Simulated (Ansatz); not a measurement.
Energy needed to pull apart CH$_{4}$OSi (SMILES C[SiH]=O), closed shell, into free ground-state atoms, from the structure below (at a frame of a short PBE0-D4/def2-SVP trajectory); no zero-point or spin–orbit terms; open-shell atoms are treated unrestricted, in their ground-state multiplicity.

```
7
angstrom
C -0.6594 0.4319 -0.2028
Si 0.8404 -0.5665 0.2332
O 1.3966 -1.7302 -0.5658
H -0.5295 0.8887 -1.1999
H -1.5365 -0.2595 -0.2986
H -0.8883 1.2186 0.5446
H 1.4480 -0.1167 1.5523
```

Program: Ansatz 0.2.0. Basis: def2-TZVPP. Cores are frozen in the correlated methods.

```json
{"method": "PBE-D4", "atomization energy (kJ/mol)": "2595"}
{"method": "r2SCAN-D4", "atomization energy (kJ/mol)": "?"}
{"method": "PBE0-D4", "atomization energy (kJ/mol)": "2534"}
{"method": "wB97M-V", "atomization energy (kJ/mol)": "2561"}
{"method": "HF", "atomization energy (kJ/mol)": "?"}
{"method": "MP2", "atomization energy (kJ/mol)": "2538"}
{"method": "CCSD", "atomization energy (kJ/mol)": "2446"}
{"method": "CCSD(T)", "atomization energy (kJ/mol)": "2488"}
```

(1) What does r2SCAN-D4 give? (To be estimated.)

(2) What does HF give? (To be estimated.)

T1 diagnostic: at most 0.019.

Answers

(1) The calculation gives: 2562 kJ/mol, which is about 74 kJ/mol more than CCSD(T)/def2-TZVPP.

(2) The calculation gives: 1826 kJ/mol, which is about 662 kJ/mol less than CCSD(T)/def2-TZVPP.

In triple zeta the MP2 and coupled-cluster atomization energies are still short of their basis limit by a few kcal/mol a bond, whereas those of the functionals are nearly converged, so these differences are not deviations from converged CCSD(T).

For scale, one of the runs: CCSD(T)/def2-TZVPP forces, 160 basis functions, launched by `ansatz run in.yaml --threads 2 --pin off --events-out ev --progress --plain --max-ram 3481MiB`. Hardware: 2 CPU threads of an Arm Neoverse V2, shared host. Wall time 72 s; peak host memory 2 GiB.
